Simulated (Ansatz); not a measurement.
Process, species as SMILES: CCCO + 3 [H][H] (H2) -> 3 C (CH4) + O (H2O)

Wanted: energy of full hydrogenation (electronic), in kcal/mol. Set-up: non-relativistic; spin-orbit terms left out; 6-31G* and kin with 6d, 5d where marked; dispersion terms only where a functional's name holds one; frozen cores in correlated levels. CBS(X,Y): correlation extrapolated as X^-3; Hartree-Fock from the larger set. [CCSD(T)-MP2]/basis is that difference in the basis named. First-principles rows: single points at B3LYP-D3(BJ) geometries (Ansatz, a first-principles code).

```csv
species,coefficient,"E at HF/6-31G* (Ansatz), Eh","E at PBE/def2-TZVPD (Ansatz), Eh"
CCCO,-1,-193.10964,-194.17727
[H][H] (H2),-3,-1.12669,-1.16589
C (CH4),+3,-40.19509,-40.46301
O (H2O),+1,-76.01026,-76.38111
```

Coupled cluster (Ansatz) is a level with limits of its own, used here on species with T1 under 0.025 (0.045 for open shells) and stable references: RI-MP2/CBS(aug-cc-pVTZ,aug-cc-pVQZ)+[CCSD(T)-MP2]/aug-cc-pVTZ. Value to compare with, RI-MP2/CBS(aug-cc-pVTZ,aug-cc-pVQZ)+[CCSD(T)-MP2]/aug-cc-pVTZ (Ansatz): -59.7 kcal/mol. 1 Eh = 627.5095 kcal/mol.

Question: Work the quantity out at each level, and compare with RI-MP2/CBS(aug-cc-pVTZ,aug-cc-pVQZ)+[CCSD(T)-MP2]/aug-cc-pVTZ (Ansatz).

Answer: 
- HF/6-31G*: the sum of coefficient times E is -0.10582 Eh, or -66.40 kcal/mol. Result: -66.4 kcal/mol. Its difference against RI-MP2/CBS(aug-cc-pVTZ,aug-cc-pVQZ)+[CCSD(T)-MP2]/aug-cc-pVTZ (Ansatz) is -6.7 kcal/mol.
- PBE/def2-TZVPD: the sum of coefficient times E is -0.09520 Eh, or -59.74 kcal/mol. Result: -59.7 kcal/mol. Its difference against RI-MP2/CBS(aug-cc-pVTZ,aug-cc-pVQZ)+[CCSD(T)-MP2]/aug-cc-pVTZ (Ansatz) is 0.0 kcal/mol.
